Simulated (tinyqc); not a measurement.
The basis set: RHF and MP2 along a ladder of basis sets, for H2O, spin multiplicity 1. Computed by the program tinyqc with PySCF. Same geometry throughout; the dipole is taken about the origin.

Geometry (angstrom):
```
atom       x        y       z
O     0.0000   0.0000  0.0000
H     0.0000   0.7310  0.5150
H     0.0000  -0.7400  0.5220
```

RHF and frozen-core MP2 in a ladder of bases:
```
basis        functions  E(RHF) (hartree)  E(MP2 corr) (hartree)  HOMO (eV)  LUMO (eV)  dipole (debye)
sto-3g               7         -74.94306               -0.03035    -10.673     17.828           1.757
3-21g               13         -75.57624               -0.11646    -13.062      7.680           2.337
6-31g               13         -75.97908               -0.12232    -13.683      5.935           2.512
6-31g**             24         -76.01843               -0.19001    -13.589      6.226           2.041
aug-cc-pvdz         41         -76.03697               -0.21420    -13.969      0.999           1.869
cc-pvtz             58         -76.05357               -0.25709    -13.826      4.046           1.896
```

Estimate the missing row, basis = cc-pvdz.

Computed row:
```
basis    functions  E(RHF) (hartree)  E(MP2 corr) (hartree)  HOMO (eV)  LUMO (eV)  dipole (debye)
cc-pvdz         24         -76.02145               -0.19723    -13.502      5.330           1.920
```

From cc-pVDZ to cc-pVTZ the RHF energy falls by 32.1 mhartree and the correlation energy by 59.9. If valence correlation converges as X^-3, (27 E(T) - 8 E(D))/19 gives -0.2823 hartree, a rough estimate from such small X that usually falls short; STO-3G holds about 11 % of it. Beyond STO-3G the LUMO moves by 6.7 eV and the HOMO by 0.9 eV; diffuse functions lower the positive LUMO sharply, since an unbound virtual level tracks the most diffuse function.
